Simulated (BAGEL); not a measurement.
# SiN2H6 (SMILES NN[SiH3]) at 4 levels

We compute a comparison of 4 runs (B3LYP/6-31G*, B3LYP/6-311+G**, PBE0/6-311+G**, RI-MP2/6-311+G**) of SiN2H6. 

The results are computed with BAGEL 1.2.2.

1 further run of the same task is left out (set aside as unsound or not needed).

## (1) The system as given

The species is SiN2H6 (9 atoms), meant as a singlet with charge 0. As SMILES, `NN[SiH3]`. The shape is that of a PBE0-D4/def2-TZVP optimisation. This is one conformer, not always the lowest.

Bond lengths: N1–N2 1.407 Å, N2–Si3 1.714 Å, N1–H4 1.014 Å, N1–H5 1.013 Å, N2–H6 1.005 Å, Si3–H7 1.494 Å, Si3–H8 1.491 Å, Si3–H9 1.486 Å. Some angles: N1–N2–Si3 123.5°, N1–N2–H6 112.1°, Si3–N2–H6 123.5°, N2–N1–H4 110.8°, N2–N1–H5 110.1°, N2–Si3–H7 112.3°, N2–Si3–H8 110.9°, N2–Si3–H9 107.1°, H4–N1–H5 108.5°, H7–Si3–H8 106.4°.

## (2) The energy at B3LYP/6-31G(d) (density fitting with qzvpp-jkfit, spherical functions) (run 1)

Input file job.json:

```json
{ "bagel": [

{
  "title": "molecule",
  "basis": "6-31gs.json",
  "df_basis": "qzvpp-jkfit",
  "angstrom": "true",
  "geometry": [
    { "atom": "N", "xyz": [      -0.558800,       0.925000,      -1.203100 ] },
    { "atom": "N", "xyz": [      -0.285500,       0.708200,       0.159700 ] },
    { "atom": "Si", "xyz": [       0.408400,      -0.736600,       0.767500 ] },
    { "atom": "H", "xyz": [       0.267900,       0.761300,      -1.767500 ] },
    { "atom": "H", "xyz": [      -1.290500,       0.297600,      -1.515600 ] },
    { "atom": "H", "xyz": [      -0.377500,       1.549300,       0.701800 ] },
    { "atom": "H", "xyz": [       1.729200,      -1.040000,       0.139600 ] },
    { "atom": "H", "xyz": [      -0.469800,      -1.907300,       0.484500 ] },
    { "atom": "H", "xyz": [       0.576500,      -0.557300,       2.233000 ] }
  ]
},

{ "title": "ks", "xc_func": "b3lyp" },

{ "title": "print", "file": "orbitals.molden", "orbitals": "true" }

]}
```

The basis set 6-31G* is read from a file made from the Basis Set Exchange's data (not shown).

Command:

```sh
BAGEL_NUM_THREADS=1 BAGEL job.json > job.out
```

Output:

```text
* using 1 threads per process

  ===============================================================
  ===============================================================

  *** Geometry ***

  { "atom" : "N", "xyz" : [     -1.055979,      1.747997,     -2.273530 ] },
  { "atom" : "N", "xyz" : [     -0.539517,      1.338304,      0.301789 ] },
  { "atom" : "Si", "xyz" : [      0.771764,     -1.391972,      1.450365 ] },
  { "atom" : "H", "xyz" : [      0.506258,      1.438648,     -3.340091 ] },
  { "atom" : "H", "xyz" : [     -2.438692,      0.562382,     -2.864069 ] },
  { "atom" : "H", "xyz" : [     -0.713372,      2.927753,      1.326210 ] },
  { "atom" : "H", "xyz" : [      3.267714,     -1.965315,      0.263806 ] },
  { "atom" : "H", "xyz" : [     -0.887793,     -3.604275,      0.915572 ] },
  { "atom" : "H", "xyz" : [      1.089427,     -1.053144,      4.219758 ] },

  Number of auxiliary basis functions:      390

  Since a DF basis is specified, we compute 2- and 3-index integrals:
    o Being stored without compression. Storage requirement is 0.010 GB

  Number of basis functions:       58
  Number of electrons      :       34

    * METHOD: MOLECULE                             0.11

  *** Kohn-Sham DFT ***

    * Removing 15522 points whose weight is below 1.00e-10
    * Grid points: 118632

  === Nuclear Repulsion ===
   117.1776554890

       - DIIS with orbital gradients will be used.

  === KS iteration (b3lyp / 6-31gs.json) ===
      0       -380.10545039          0.17437463           0.23
      1       -378.35058008          0.12633207           0.21
      2       -374.50781940          0.18419194           0.21
      3       -395.26528177          0.14567665           0.21
      4       -395.23017574          0.13695027           0.21
      5       -396.18364015          0.13616703           0.21
      6       -396.20469445          0.13604090           0.21
      7       -370.64686118          0.19983515           0.22
      8       -402.31377847          0.02585618           0.22
      9       -402.45620946          0.02086692           0.22
     10       -402.55270650          0.00752900           0.21
     11       -402.56462445          0.00109190           0.21
     12       -402.56503811          0.00046289           0.21
     13       -402.56509883          0.00002923           0.21
     14       -402.56509905          0.00000615           0.21
     15       -402.56509905          0.00000400           0.21
     16       -402.56509906          0.00000132           0.21
     17       -402.56509906          0.00000019           0.21
     18       -402.56509906          0.00000003           0.21
     19       -402.56509906          0.00000001           0.20
     20       -402.56509906          0.00000000           0.21
    * SCF iteration converged.

    * Permanent dipole moment:
           (   -0.055146,     0.083725,     0.130218) a.u.

    * METHOD: KS                                   4.88

    * METHOD: PRINT                                0.01

  ===============================================================
```

It took 5.4 s on 1 thread of Arm Neoverse V2, shared host; peak memory 0.34 GiB.

## (3) A single-point energy at B3LYP/6-311+G(d,p) (density fitting with qzvpp-jkfit) (run 2)

Input file job.json:

```json
{ "bagel" : [

{
  "title" : "molecule",
  "basis" : "6-311+gss.json",
  "df_basis" : "qzvpp-jkfit",
  "angstrom" : true,
  "geometry" : [
    { "atom" : "N", "xyz" : [   -0.558800,    0.925000,   -1.203100 ] },
    { "atom" : "N", "xyz" : [   -0.285500,    0.708200,    0.159700 ] },
    { "atom" : "Si", "xyz" : [    0.408400,   -0.736600,    0.767500 ] },
    { "atom" : "H", "xyz" : [    0.267900,    0.761300,   -1.767500 ] },
    { "atom" : "H", "xyz" : [   -1.290500,    0.297600,   -1.515600 ] },
    { "atom" : "H", "xyz" : [   -0.377500,    1.549300,    0.701800 ] },
    { "atom" : "H", "xyz" : [    1.729200,   -1.040000,    0.139600 ] },
    { "atom" : "H", "xyz" : [   -0.469800,   -1.907300,    0.484500 ] },
    { "atom" : "H", "xyz" : [    0.576500,   -0.557300,    2.233000 ] }
  ]
},
{
  "title" : "ks",
  "xc_func" : "b3lyp"
},
{
  "title" : "print",
  "file" : "orbitals.molden",
  "orbitals" : true
}

]}
```

The basis set 6-311+G** is read from a file made from the Basis Set Exchange's data (not shown).

Command:

```sh
BAGEL_NUM_THREADS=1 BAGEL job.json > job.out
```

Output:

```text
* using 1 threads per process

  ===============================================================
  ===============================================================

  *** Geometry ***

  { "atom" : "N", "xyz" : [     -1.055979,      1.747997,     -2.273530 ] },
  { "atom" : "N", "xyz" : [     -0.539517,      1.338304,      0.301789 ] },
  { "atom" : "Si", "xyz" : [      0.771764,     -1.391972,      1.450365 ] },
  { "atom" : "H", "xyz" : [      0.506258,      1.438648,     -3.340091 ] },
  { "atom" : "H", "xyz" : [     -2.438692,      0.562382,     -2.864069 ] },
  { "atom" : "H", "xyz" : [     -0.713372,      2.927753,      1.326210 ] },
  { "atom" : "H", "xyz" : [      3.267714,     -1.965315,      0.263806 ] },
  { "atom" : "H", "xyz" : [     -0.887793,     -3.604275,      0.915572 ] },
  { "atom" : "H", "xyz" : [      1.089427,     -1.053144,      4.219758 ] },

  Number of auxiliary basis functions:      390

  Since a DF basis is specified, we compute 2- and 3-index integrals:
    o Being stored without compression. Storage requirement is 0.038 GB

  Number of basis functions:      110
  Number of electrons      :       34

    * METHOD: MOLECULE                             0.15

  *** Kohn-Sham DFT ***

    * Removing 15522 points whose weight is below 1.00e-10
    * Grid points: 118632

  === Nuclear Repulsion ===
   117.1776554890

       - DIIS with orbital gradients will be used.

  === KS iteration (b3lyp / 6-311+gss.json) ===
      0       -316.40907113          0.28376576           0.42
      1       -275.45182188          0.17295200           0.40
      2       -322.92488629          0.25991637           0.39
      3       -373.31137330          0.18043894           0.38
      4       -382.74914507          0.17160016           0.39
      5       -392.97979600          0.12792387           0.39
[... 14 lines of this table left out ...]
     20       -402.64558978          0.00000004           0.39
     21       -402.64558978          0.00000001           0.38
    * SCF iteration converged.

    * Permanent dipole moment:
           (   -0.089009,     0.156143,     0.084733) a.u.

    * METHOD: KS                                   9.38

    * METHOD: PRINT                                0.02

  ===============================================================
```

Wall time 9.9 s (1 thread of Arm Neoverse V2, shared host); peak memory 0.57 GiB.

Run 3 isn't shown in full; the table further down has it.

## (4) The energy at RI-MP2/6-311+G(d,p) (density fitting with qzvpp-jkfit) (run 4)

Input file job.json:

```json
{ "bagel": [

{
  "title": "molecule",
  "basis": "6-311+gss.json",
  "df_basis": "qzvpp-jkfit",
  "angstrom": true,
  "geometry": [
    { "atom": "N", "xyz": [   -0.558800,    0.925000,   -1.203100 ] },
    { "atom": "N", "xyz": [   -0.285500,    0.708200,    0.159700 ] },
    { "atom": "Si", "xyz": [    0.408400,   -0.736600,    0.767500 ] },
    { "atom": "H", "xyz": [    0.267900,    0.761300,   -1.767500 ] },
    { "atom": "H", "xyz": [   -1.290500,    0.297600,   -1.515600 ] },
    { "atom": "H", "xyz": [   -0.377500,    1.549300,    0.701800 ] },
    { "atom": "H", "xyz": [    1.729200,   -1.040000,    0.139600 ] },
    { "atom": "H", "xyz": [   -0.469800,   -1.907300,    0.484500 ] },
    { "atom": "H", "xyz": [    0.576500,   -0.557300,    2.233000 ] }
  ]
},
{
  "title": "hf"
},
{
  "title": "mp2",
  "ncore": 7
}

]}
```

The basis set 6-311+G** is read from a file made from the Basis Set Exchange's data (not shown).

Command:

```sh
BAGEL_NUM_THREADS=1 BAGEL job.json > job.out
```

Output:

```text
* using 1 threads per process

  ===============================================================
  ===============================================================

  *** Geometry ***

  { "atom" : "N", "xyz" : [     -1.055979,      1.747997,     -2.273530 ] },
  { "atom" : "N", "xyz" : [     -0.539517,      1.338304,      0.301789 ] },
  { "atom" : "Si", "xyz" : [      0.771764,     -1.391972,      1.450365 ] },
  { "atom" : "H", "xyz" : [      0.506258,      1.438648,     -3.340091 ] },
  { "atom" : "H", "xyz" : [     -2.438692,      0.562382,     -2.864069 ] },
  { "atom" : "H", "xyz" : [     -0.713372,      2.927753,      1.326210 ] },
  { "atom" : "H", "xyz" : [      3.267714,     -1.965315,      0.263806 ] },
  { "atom" : "H", "xyz" : [     -0.887793,     -3.604275,      0.915572 ] },
  { "atom" : "H", "xyz" : [      1.089427,     -1.053144,      4.219758 ] },

  Number of auxiliary basis functions:      390

  Since a DF basis is specified, we compute 2- and 3-index integrals:
    o Being stored without compression. Storage requirement is 0.038 GB

  Number of basis functions:      110
  Number of electrons      :       34

    * METHOD: MOLECULE                             0.15

  *** RHF ***

  === Nuclear Repulsion ===
   117.1776554890

      * DIIS with orbital gradients will be used.

  === RHF iteration (6-311+gss.json) ===
      0       -400.96010861          0.03005315           0.05
      1       -401.18413014          0.02095370           0.05
      2       -401.33159336          0.00183197           0.05
      3       -401.33408572          0.00040300           0.05
      4       -401.33417344          0.00014596           0.05
      5       -401.33418603          0.00004437           0.05
      6       -401.33418762          0.00001352           0.05
      7       -401.33418781          0.00000323           0.05
      8       -401.33418782          0.00000151           0.05
      9       -401.33418782          0.00000048           0.05
     10       -401.33418782          0.00000011           0.04
     11       -401.33418782          0.00000005           0.05
     12       -401.33418782          0.00000002           0.05
     13       -401.33418782          0.00000000           0.05
    * SCF iteration converged.

    * Permanent dipole moment:
           (   -0.111460,     0.192421,     0.072914) a.u.

    * METHOD: HF                                   0.80

  *** RHF ***

  === Nuclear Repulsion ===
   117.1776554890

      * DIIS with orbital gradients will be used.

  === RHF iteration (6-311+gss.json) ===
      0       -401.33418782          0.00000000           0.05
    * SCF iteration converged.

    * Permanent dipole moment:
           (   -0.111460,     0.192421,     0.072914) a.u.

  === DF-MP2 calculation ===

    * freezing 7 orbitals
    * 3-index integral transformation done
    * assembly done

      MP2 correlation energy:   -0.4752517695      0.03

      MP2 total energy:       -401.8094395922

    * METHOD: MP2                                  0.15

  ===============================================================
```

Wall time 1.3 s (1 thread of Arm Neoverse V2, shared host).

## (5) The series

```csv
run,level,frozen core orbitals,energy (Eh),dipole moment (D),HOMO energy (eV),LUMO energy (eV),wall time
1,"B3LYP/6-31G* (density fitting with qzvpp-jkfit, spherical functions)",–,-402.565099,0.42,-6.47,0.75,5.4 s
2,B3LYP/6-311+G** (density fitting with qzvpp-jkfit),–,-402.645590,0.51,-6.84,-0.33,9.9 s
3,PBE0/6-311+G** (density fitting with qzvpp-jkfit),–,-402.362029,0.51,-7.05,-0.09,9.3 s
4,RI-MP2/6-311+G** (density fitting with qzvpp-jkfit),7,-401.809440,–,–,–,1.3 s
```

## (6) Results

| quantity | value |
| --- | --- |
| run 4: total energy | -401.80944 Eh |
| run 4: correlation energy (7 core orbitals frozen) | -475.3 mEh |

Over runs 1, 2, 3 the dipole moment (its size) runs from 0.42 D (B3LYP/6-31G*) to 0.51 D (PBE0/6-311+G**). The two ends differ in method and basis. Over runs 1, 2, 3 the HOMO–LUMO gap runs from 6.51 eV (B3LYP/6-311+G**) to 7.21 eV (B3LYP/6-31G*). Totals of different functionals can't be ranked against each other. All runs together took 26 s, the longest 9.9 s.
